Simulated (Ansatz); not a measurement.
Mulliken charges of `[BH2][AlH][CH3]` from ωB97M-V/def2-TZVPP in Ansatz (PBE0-D4/def2-TZVP geometry).

| atom | x (Å) | y (Å) | z (Å) | charge (e) |
| --- | --- | --- | --- | --- |
| B1 | -1.018 | 0.948 | -1.468 | -0.229 |
| Al2 | 0.410 | 0.579 | 0.054 | 0.383 |
| C3 | 0.500 | -1.101 | 1.060 | -0.516 |
| H4 | -0.827 | 0.683 | -2.624 | 0.082 |
| H5 | -2.091 | 1.447 | -1.256 | 0.082 |
| H6 | 1.483 | 1.712 | 0.401 | -0.125 |
| H7 | -0.323 | -1.788 | 0.854 | 0.109 |
| H8 | 1.436 | -1.622 | 0.827 | 0.106 |
| H9 | 0.519 | -0.904 | 2.137 | 0.108 |

By hand: the dipole of these point charges (1 e Å = 4.8032 D).

Σ q r = (-0.119, 0.069, -0.147) e Å, of length 0.201 e Å = 0.97 D.

How does the dipole of the full density compare? (Estimate.)

Computed: (-0.045, -0.123, 0.028) e Å, 0.64 D; the point charges give 1.52 times that, at 106° from its direction.

Point charges leave out the atoms' own dipoles, such as those of lone pairs, and Mulliken's split depends on the basis, so the two needn't agree.
